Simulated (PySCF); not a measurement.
# Silicon: a sound run and one with changed settings

Sound run: Si [Ne] 3s2 3p2, Si⁺ [Ne] 3s2 3p1. Computed with PySCF 2.14 in aug-cc-pV(D+d)Z (5s4p3d, 32 functions), with no relativity, point nucleus. In the sound run the correlated levels freeze [Ne]. The sound run starts from symmetry-adapted Hartree-Fock orbitals and uses a fine grid where one is needed.

Changed run: scalar relativity by spin-free X2C-1e. This setting is unsound on purpose.

| species | method | sound run (hartree) | changed run (hartree) | converged |
| --- | --- | --- | --- | --- |
| Si | UHF | -288.85110 | -289.39402 | yes |
| Si | MN15 | -289.23704 | -289.77924 | yes |
| Si | r2SCAN | -289.33950 | -289.88203 | yes |
| Si | MP2 | -288.89823 | -289.44116 | yes |
| Si | CCSD(T) | -288.91972 | -289.46259 | yes |
| Si⁺ | UHF | -288.57000 | -289.11321 | yes |
| Si⁺ | MN15 | -288.93897 | -289.48152 | yes |
| Si⁺ | r2SCAN | -289.03325 | -289.57611 | yes |
| Si⁺ | MP2 | -288.60553 | -289.14874 | yes |
| Si⁺ | CCSD(T) | -288.62521 | -289.16835 | yes |

Ionisation energy of Si:

| method | sound run (eV) | changed run (eV) |
| --- | --- | --- |
| UHF | 7.649 | 7.641 |
| MN15 | 8.111 | 8.102 |
| r2SCAN | 8.333 | 8.324 |
| MP2 | 7.965 | 7.957 |
| SCS-MP2 | 7.885 | 7.877 |
| CCSD | 7.996 | 7.989 |
| CCSD(T) | 8.014 | 8.007 |

Most of the change in total energy is the relativistic energy itself. On top of that the contraction fixes the core shape for the Hamiltonian it was made with, so the changed run is not a good calculation with the other Hamiltonian either.

For comparison, NIST gives 8.152 eV between the lowest levels.
